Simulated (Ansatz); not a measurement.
Two isomers of C3H4F2O: A = `FC(F)C1CO1`, B = `FC[C@@H]1O[C@H]1F`.

Computed with Ansatz on PBE0-D4/def2-TZVP structures; ΔE is electronic, products minus reactants. CCSD(T)/CBS adds triple-zeta CCSD(T) − MP2 to the extrapolated MP2 energy (def2 sets, frozen cores). Functionals use def2-TZVPP. B3LYP here is the variant with VWN-RPA as its local correlation; programs differ in this. Each species was taken in one conformer, which may not be the lowest.

Question: Which is lower in electronic energy at CCSD(T)/CBS, and by how much? (Best estimate.)

Answer: The calculation gave: A, by 3.0 kcal/mol.

Question: Give E(B) − E(A) in kcal/mol with PBE-D4, B2PLYP, r2SCAN-D4, HF/def2-TZVPP, B3LYP, CCSD/def2-TZVPP, B3LYP-D4. (An estimate is asked.)

Answer: The calculation gave: PBE-D4 2.4, B2PLYP 2.8, r2SCAN-D4 3.0, HF/def2-TZVPP 3.1, B3LYP 2.3, CCSD/def2-TZVPP 3.2, B3LYP-D4 2.5. None reverses the order clearly.

Largest T1 diagnostic: 0.012.
